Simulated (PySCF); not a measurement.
An unknown is described by computed data only.

Formula: C4H7P.

* Polarisability: 73.4 au [wB97X-D/def2-SVPD]
* 1H NMR: chemical shifts (computed TMS as zero) by class: 2.76 (1 H), 1.32 (6 H) ppm [GIAO PBE0/pcSseg-1]
* NMR, other nuclei: isotropic shieldings of nuclei other than C and H, by class: 342 (1 P) ppm [GIAO PBE0/pcSseg-1]
* 13C NMR: chemical shifts (computed TMS as zero) by class: 195.5 (1 C), 33.5 (1 C), 26.8 (2 C) ppm [GIAO PBE0/pcSseg-1]
* UV, strongest line: among the 8 lowest singlet transitions: S8 at 7.48 eV (166 nm, f = 0.683) [TDDFT wB97X-D/def2-SVPD]
* Triplet: lowest triplet excitation (Tamm–Dancoff): 3.42 eV [TDA wB97X-D/def2-SVPD]
* Dipole: 1.71 D [wB97X-D/def2-SVPD]
* Rotational structure: rotational constants A, B, C: 7.956, 2.214, 1.849 GHz [GFN2-xTB]

The electronic properties come from PySCF, for the isolated species, density fitting. Levels stand in brackets. Geometry: GFN2-xTB; no solvent, vibrations or thermal averaging. Each NMR value is the plain mean over a class of atoms that symmetry, rotation or inversion makes alike.

Problem. What is the compound? Reason from the data.

Solution. Numbering: `[CH3:1][CH:2]([CH3:3])[C:4]#[P:5]`. 4 carbons fall into 3 classes; from least to most shielded: triply bonded carbon [C4] (195.5 ppm), sp3 CH carbon [C2] (33.5 ppm), methyl carbon [C1/C3] (26.8 ppm, 2 C). Hydrogen classes from least to most shielded: 1 H on an sp3 CH carbon, C2 (2.76 ppm), 6 H on 2 methyl carbons, C1/C3 (1.32 ppm, a mean of values up to 0.6 ppm apart in this geometry). The other shieldings belong to: 342 ppm, phosphorus bonded to C [P5]. The optimised geometry has point group Cs and is an asymmetric top. Structure: `CC(C)C#P`. Computed isomers that give other values at the same levels: `C#CP(C)C` (13C chemical shifts (computed TMS as zero) by class: 99.2 (1 C), 93.2 (1 C), 19.4 (2 C) ppm); `CCCC#P` (13C chemical shifts (computed TMS as zero) by class: 190.4 (1 C), 34.3 (1 C), 27.7 (1 C), 14.8 (1 C) ppm); `[H]/P=C(/C)C=C` (13C chemical shifts (computed TMS as zero) by class: 218.2 (1 C), 152.2 (1 C), 118.2 (1 C), 23.5 (1 C) ppm). The assignments are read from this structure; whether some other isomer fits the data as well wasn't checked.
